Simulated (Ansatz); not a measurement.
## Isomers and spin states of SiPH

Ansatz 0.2.0, basis cc-pVDZ; geometries are PBE0/def2-TZVP minima. Wave-function levels freeze the cores; HF, MP2 and coupled cluster are restricted for singlets and unrestricted otherwise, Kohn–Sham unrestricted where that lies lower. MRCISD+Q stands on CASSCF in the full valence space. The reference is CCSDTQ (coupled cluster only where its series has nearly closed). Semilocal and hybrid functionals correlate all electrons outside any core potential and usually lie nearer their basis limit than the reference, so part of their error here is the reference's basis and frozen-core error; RPA and the MP2 part of double hybrids freeze the same cores as the reference. None of these values is a measured one. Energies are electronic, without zero-point terms. The set is small: such energies can lie up to about 0.3 eV from the limit, spin gaps mostly less, so near ties and functionals' places can change in larger sets. No spin–orbit coupling and no scalar relativity. The species are chosen: bound, without strong static correlation by their natural occupations or amplitudes, and with a ladder that closes on the reference, so errors are smaller than for species at large; levels whose determinant breaks symmetry or spin markedly are left out.

A. singlet; Si–P 2.045, P–H 1.492, angle at P 61°. Coordinates (Å): Si 0.000 -0.010 1.077; P 0.000 -0.033 -0.968; H 0.000 1.275 -0.250
B. singlet; Si–P 1.944, Si–H 1.483, angle at Si 180°. Coordinates (Å): Si 0.000 0.000 0.154; P 0.000 0.000 -1.791; H 0.000 0.000 1.637

From bonding and spin, estimate the order of these in energy at CCSDTQ, each at its own geometry.

At CCSDTQ, above the lowest of those listed: A (0.0 kcal/mol), B (9.5 kcal/mol).

| level | B less A (kcal/mol) |
| --- | --- |
| CCSDTQ | 9.5 |
| HF | 15.3 |
| MP2 | 7.4 |
| CCSD(T) | 9.7 |
| CCSDT | 9.7 |
| MRCISD+Q | 9.2 |
| PBE | 9.9 |
| wB97M-V | 15.8 |
| RPA-PBE | 10.7 |

Every level shown puts the same form lowest.

The geometries are PBE0's, not this basis's own minima.
